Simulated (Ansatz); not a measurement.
Energy needed to pull apart SiN₂H₄ (SMILES N=[SiH]N), singlet, into free ground-state atoms, from the structure below (displaced at random from a GFN2-xTB minimum); no zero-point or spin–orbit terms; open-shell atoms are treated unrestricted, in their ground-state multiplicity.

```
7
angstrom
N -1.1043 -0.8792 -0.9692
Si -0.3171 0.3502 -0.2632
N 0.9190 -0.0803 0.7876
H -1.8685 -0.7576 -1.5950
H -0.3560 1.8208 -0.2035
H 1.4915 0.5882 1.2864
H 1.1872 -1.0233 0.9511
```

Ansatz 0.2.0; basis: def2-TZVPP; cores frozen in the correlated methods.

```csv
method,atomization energy (eV)
PBE-D4,?
r2SCAN-D4,?
B97M-V,24.09
PBE0-D4,23.83
wB97X-V,24.17
wB97M-V,24.19
HF,15.35
MP2,23.49
CCSD,22.64
CCSD(T),23.11
```

Problem. What does r2SCAN-D4 give? (Judge from chemistry; the value comes from the calculation.)

Solution. The calculation gives: 23.89 eV, which is about 0.78 eV more than CCSD(T)/def2-TZVPP.

Problem. What does PBE-D4 give? (Judge from chemistry; the value comes from the calculation.)

Solution. Computed: 24.60 eV, which is about 1.48 eV more than CCSD(T)/def2-TZVPP.

In triple zeta the MP2 and coupled-cluster atomization energies are still short of their basis limit by a few kcal/mol a bond, whereas those of the functionals are nearly converged, so these differences are not deviations from converged CCSD(T).

The T1 diagnostic stays at or below 0.017.

For scale, one of the runs: CCSD(T)/def2-TZVPP forces, 160 basis functions (an equivalent command: `ansatz run in.yaml --threads 4`). Hardware: 4 CPU threads, shared host. Wall time 54 s; peak host memory 2.2 GiB.
